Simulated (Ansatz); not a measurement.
# AlH₂+ (triplet): from Hartree-Fock to the top rungs at distance Al1–H2 = 1.722 Å, cc-pVQZ

An exercise on one series of results from a longer session: the logs are not shown, and one member is left open.

Program: Ansatz 0.2.0, Gaussian basis. Level of theory: cc-pVQZ, core rule «outside noble gas», up to 5 orbitals frozen. These are calculated values, not measurements.

The runs, in order: UHF; CCSD(T) on ROHF; CCSD(T) on UHF; BCCD(T) on ROHF; CCSDT(Q) on ROHF; CCSDT(Q) on UHF; CASSCF and MRCISD+Q, 4 electrons in 6 orbitals; CASSCF and NEVPT2, 4 electrons in 6 orbitals; Full CI.

4 further runs of the same task are left out: 4 for a known fault of the program. Runs told in other sessions of the task aren't counted.

## What is computed

The geometry derives from a PBE0/def2-TZVP stationary point (not a proven minimum). One bond is set to the value named and the two fragments are kept rigid.

3 atoms, charge 1, spin multiplicity 3.

Atoms are counted from 1 here; the program's logs count them from 0.

Bond lengths: Al1–H2 1.722 Å, Al1–H3 1.722 Å. Angles: H2–Al1–H3 63.0°.

Set-up of the first run:

Input file in.yaml:

```yaml
crystal:
  periodic: [false, false, false]
  atoms:
    - {symbol: Al, position_ang: [0.000000, 0.000000, -0.102095]}
    - {symbol: H, position_ang: [0.000000, 0.899579, 1.366496]}
    - {symbol: H, position_ang: [0.000000, -0.899579, 1.366496]}
basis:
  gaussian: {orbitals: cc-pVQZ}
total_charge: 1
magnetization: {spin_polarized: true, initial_magnetization: 2}
hamiltonian: {xc: hf}
output: {orbitals: {seedname: orbitals}}
```

Command:

```
$ ansatz run in.yaml --threads 1 --pin off --events-out ev --progress --plain --max-ram 4096MiB --backend cpu
```

Steps of the session up to this table: UHF; CCSD(T) on ROHF; CCSD(T) on UHF; BCCD(T) on ROHF; CCSDT(Q) on ROHF; CCSDT(Q) on UHF; CASSCF and MRCISD+Q, 4 electrons in 6 orbitals; CASSCF and NEVPT2, 4 electrons in 6 orbitals; Full CI.

One of the session's tables, all rows but one given; the rest of the session is left out.

| method | from FCI (meV) |
| --- | --- |
| ROHF | +1975.3 |
| UHF | +1698.6 |
| RMP2 | +445.9 |
| UMP2 | ? |
| RCCSD | +59.3 |
| UCCSD | +50.6 |
| RCCSD(T) | +13.5 |
| UCCSD(T) | +12.3 |
| BCCD(T) | +13.8 |
| RCCSDT | +0.6 |
| UCCSDT | -0.8 |
| RCCSDT(Q) | +0.1 |
| UCCSDT(Q) | -1.3 |
| CASSCF valence | +931.0 |
| NEVPT2 valence | +238.8 |
| MRCISD valence | +23.7 |
| MRCISD+Q valence | +3.6 |
| FCI | 0 |

**Question.** Estimate the row for UMP2.

As computed: from FCI (meV): +475.3. In the column «from FCI (meV)» it lies between RMP2 (+445.9) and CASSCF valence (+931.0).

To keep in mind: Levels on UHF freeze UHF's core orbitals, full CI those of ROHF, so the U rows can settle a little off it for that reason alone. Restricted and unrestricted rows rest on different reference determinants; a gap between their highest levels can come from leftover correlation error, from unlike frozen cores or from another state.
